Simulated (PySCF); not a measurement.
# Ethene, 1,2-difluoro-, (Z)- (C2H2F2): NMR shifts, electronic excitations and K edges in gas and solvents, part 2 of 2

PySCF 2.14.0. Atoms count from 0. Earlier steps stand in the parts before.

## 10. TDDFT and polarisability: wB97X-D/def2-SVPD in dimethylsulfoxide

The job: settings as JSON, then the geometry in Å.

```
{"job": {"kind": "uv", "xc": "wB97X-D", "basis": "def2-SVPD", "solvent": "dimethylsulfoxide", "nstates": 6, "ntriplets": 0}, "charge": 0, "multiplicity": 1}
F     -1.475763     1.025878     0.242908
C     -0.775257    -0.098342     0.202085
C      0.538254    -0.129731    -0.001814
F      1.267623     0.960926    -0.183866
H     -1.357297    -1.010942     0.349102
H      1.096335    -1.068459    -0.030738
```

With the program's defaults for keys left out, this is: TDDFT wB97X-D/def2-SVPD, vertical, IEF-PCM dimethylsulfoxide (non-equilibrium linear response), core orbitals frozen in the response.

Standard output:

```text
coarse grid: 5584 points
cycle   1  E = -276.6938589327  dE =  5.152e-01  |g| = 5.240e-01  |ddm| = 2.757e+00
cycle   2  E = -276.6942300422  dE = -3.711e-04  |g| = 5.676e-01  |ddm| = 8.418e-01
cycle   3  E = -276.7440794427  dE = -4.985e-02  |g| = 4.887e-02  |ddm| = 4.018e-01
cycle   4  E = -276.7444835086  dE = -4.041e-04  |g| = 8.771e-03  |ddm| = 5.806e-02
cycle   5  E = -276.7445084536  dE = -2.494e-05  |g| = 2.385e-03  |ddm| = 1.904e-02
cycle   6  E = -276.7445102632  dE = -1.810e-06  |g| = 3.903e-04  |ddm| = 4.960e-03
final grid: 56368 points
cycle   7  E = -276.7816785663  dE = -7.205e-05  |g| = 7.404e-03  |ddm| = 1.214e-01
cycle   8  E = -276.7816771577  dE =  1.409e-06  |g| = 8.710e-03  |ddm| = 1.659e-02
cycle   9  E = -276.7816883218  dE = -1.116e-05  |g| = 3.151e-04  |ddm| = 5.215e-03
cycle  10  E = -276.7816883668  dE = -4.497e-08  |g| = 1.540e-04  |ddm| = 1.595e-03
cycle  11  E = -276.7816883734  dE = -6.635e-09  |g| = 2.043e-05  |ddm| = 2.988e-04
cycle  12  E = -276.7816883738  dE = -3.985e-10  |g| = 6.826e-06  |ddm| = 1.393e-04
converged SCF energy = -276.7816883738

Static polarisability (au): isotropic 34.558, principal 26.477 32.101 45.095

Singlet excitations
state   eV       nm        f      main configurations
  1   6.8119    182.0   0.03540   H->L 0.90
  2   7.7223    160.6   0.42577   H->L+1 0.97
  3   8.3892    147.8   0.01738   H->L+3 0.86
  4   8.7512    141.7   0.00000   H->L+2 0.97
  5   9.2539    134.0   0.00000   H-1->L+1 0.98
  6   9.4814    130.8   0.02191   H->L+5 0.69, H->L+7 0.12
```

Wall time 4.6 s (1 thread, shared host).

In short: HOMO -9.44 eV, LUMO 2.33 eV; lowest singlet 6.81 eV.

## 11. K-edge absorption: BHandHLYP/aug-pcX-1+pcseg-1

The job: settings as JSON, then the geometry in Å.

```
{"job": {"kind": "xas", "xc": "BHandHLYP", "basis": {"default": "aug-pcX-1", "H": "pcseg-1"}}, "charge": 0, "multiplicity": 1}
F     -1.475763     1.025878     0.242908
C     -0.775257    -0.098342     0.202085
C      0.538254    -0.129731    -0.001814
F      1.267623     0.960926    -0.183866
H     -1.357297    -1.010942     0.349102
H      1.096335    -1.068459    -0.030738
```

With the program's defaults for keys left out, this is: core-valence-separated TDA BHandHLYP/aug-pcX-1 H:pcseg-1, K edges, non-relativistic, gas phase.

Standard output:

```text
coarse grid: 5584 points
cycle   1  E = -276.8306231706  dE =  5.229e-01  |g| = 5.422e-01  |ddm| = 2.591e+00
cycle   2  E = -276.8273461568  dE =  3.277e-03  |g| = 6.075e-01  |ddm| = 6.000e-01
cycle   3  E = -276.8804107037  dE = -5.306e-02  |g| = 5.118e-02  |ddm| = 3.378e-01
cycle   4  E = -276.8807908901  dE = -3.802e-04  |g| = 9.302e-03  |ddm| = 3.750e-02
cycle   5  E = -276.8808100753  dE = -1.919e-05  |g| = 2.853e-03  |ddm| = 1.077e-02
cycle   6  E = -276.8808120545  dE = -1.979e-06  |g| = 4.191e-04  |ddm| = 2.948e-03
final grid: 56368 points
cycle   7  E = -276.8952157344  dE = -5.938e-05  |g| = 2.831e-03  |ddm| = 1.623e-02
cycle   8  E = -276.8952155894  dE =  1.450e-07  |g| = 2.655e-03  |ddm| = 2.811e-03
cycle   9  E = -276.8952165830  dE = -9.936e-07  |g| = 3.994e-04  |ddm| = 1.504e-03
cycle  10  E = -276.8952166039  dE = -2.089e-08  |g| = 6.601e-05  |ddm| = 2.280e-04
cycle  11  E = -276.8952166049  dE = -9.833e-10  |g| = 8.519e-06  |ddm| = 5.004e-05
converged SCF energy = -276.8952166049

C K edge
   eV          f      from atoms
  285.087   0.00014   C1 C2
  285.096   0.13581   C2 C1
  287.137   0.00828   C1 C2
  287.182   0.06871   C2 C1
  288.360   0.02996   C1 C2
  288.388   0.00411   C2 C1
  289.683   0.00040   C1 C2
  289.696   0.00018   C2 C1
  289.826   0.00000   C1 C2
  289.848   0.00825   C2 C1
  290.425   0.00021   C1 C2
  290.448   0.01331   C2 C1

F K edge
   eV          f      from atoms
  685.998   0.02515   F0
  686.009   0.02240   F3
  686.366   0.00105   F3 F0
  686.370   0.02163   F0 F3
  687.801   0.01013   F0
  687.802   0.00968   F3
  688.419   0.00181   F0 F3
  688.420   0.00579   F3 F0
  688.906   0.00184   F3 F0
  688.908   0.00001   F0 F3
  688.925   0.01896   F0 F3
  688.927   0.00338   F3 F0
```

Run time: 5.8 s. Hardware: 1 thread, shared host.

## 12. Run by run: NMR shifts

Shifts (ppm), means over like atoms, with basis size and wall time (the measured row can stand on another reference than the computed rows):

| run | C1 | H4 | F0 | functions | time |
| --- | --- | --- | --- | --- | --- |
| PBE0/pcSseg-1 in chloroform | 145.0 | 6.47 | -163.1 | 78 | 3.4 s |
| PBE0/pcSseg-1 in dimethylsulfoxide | 145.5 | 6.57 | -164.5 | 78 | 2.5 s |
| PBE0/pcSseg-1 in methanol | 145.5 | 6.57 | -164.5 | 78 | 2.5 s |
| WP04/pcSseg-1 in chloroform | 146.5 | 6.36 | -156.3 | 78 | 2.7 s |
| wB97X-D/pcSseg-1 in chloroform | 145.7 | 6.48 | -159.5 | 78 | 3.5 s |
| measured | – | – | -165.0 | – | – |

Measured: G. Saielli, R. Bini, A. Bagno, Computational 19F NMR. 2. Organic compounds, RSC Adv. 2014, ESI (exp. from Berger-Braun-Kalinowski 1994 and Everett 1995).

## 13. Comparing the runs: electronic excitations

Excitations and ground-state properties, with basis size and wall time:

| run | lowest singlet (eV) | brightest (eV) | f | gap (eV) | α (Å³) | μ (D) | functions | time |
| --- | --- | --- | --- | --- | --- | --- | --- | --- |
| wB97X-D/def2-SVPD | 6.87 | 7.85 | 0.361 | 11.71 | 4.12 | 2.28 | 102 | 6.4 s |
| wB97X-D/def2-SVPD in chloroform | 6.83 | 7.71 | 0.423 | 11.77 | 4.82 | 2.67 | 102 | 4.7 s |
| wB97X-D/def2-SVPD in dimethylsulfoxide | 6.81 | 7.72 | 0.426 | 11.77 | 5.12 | 2.83 | 102 | 4.6 s |

The continuum's effect on the ground state:

| solvent | ε | polarisation energy (Eh) | μ (D) |
| --- | --- | --- | --- |
| chloroform | 4.71 | -0.0040 | 2.67 |
| dimethylsulfoxide | 46.83 | -0.0059 | 2.83 |

## 14. What came out

The summary covers parts 1 to 2.

| quantity | value |
| --- | --- |
| point group | C2v |
| rotational constants (main isotopes) | 21.82, 5.81, 4.59 GHz |
| ¹³C shifts against TMS (PBE0/pcSseg-1, chloroform, means over atoms taken as alike) | 145.0 ppm |
| ¹H shifts against TMS (PBE0/pcSseg-1, chloroform, means over atoms taken as alike) | 6.47 ppm |
| ¹⁹F shifts against CFCl3 (PBE0/pcSseg-1, chloroform, means over atoms taken as alike) | -163.1 ppm |
| measured, and computed on the same scale | F0 δ -165.0, -163.1 ppm |
| lowest singlet (wB97X-D/def2-SVPD) | 6.87 eV (180 nm), f = 0.029 |
| brightest single state of those computed | state 2, 7.85 eV, f = 0.361 |
| C K edge | first line 285.09 eV, strongest 285.10 eV (f = 0.136) |
| F K edge | first line 686.00 eV, strongest 686.00 eV (f = 0.025) |
| range of the shift of F0 (PBE0/pcSseg-1 runs) | -164.5 to -163.1 ppm |
| range of the lowest singlet | 6.81 to 6.87 eV |

Relaxing lowered the energy by 0.018 eV in 7 steps; the close pair that moved most is C2–H5, from 1.079 to 1.092 Å. No frequency check was run at this level, so the end point may be a saddle. At PBE0/pcSseg-1: The widest tensor belongs to F0, F3: span 220 ppm, with a paramagnetic part of -128 ppm. The one measured ¹⁹F shift is missed by +1.9 ppm (computed less measured, unscaled). Vibration and temperature are missing from the calculation, so part of the miss against the measured shifts is not the functional's. The first singlet state (HOMO→LUMO+1 0.88) lies at 6.87 eV and is weak; of the 6 states computed, the strongest absorption comes from state 2 at 7.85 eV. The dipole moment, 2.28 D, compares with 2.42 D measured. At the C edge the strongest single line lifts a 1s electron of C2 and C1 into LUMO+2 (weight 0.79), 0.0 eV above the first line. Absolute edge energies from this method are off by several eV; spacings are better. At one level, PBE0/pcSseg-1: Across the 3 runs the shift of F0 (with its like atoms) moves most, between -164.5 (PBE0/pcSseg-1 in dimethylsulfoxide) and -163.1 ppm (PBE0/pcSseg-1 in chloroform). The continuum holds electrostatics alone: no hydrogen bonds to the solvent, and the gas-phase geometry is kept.
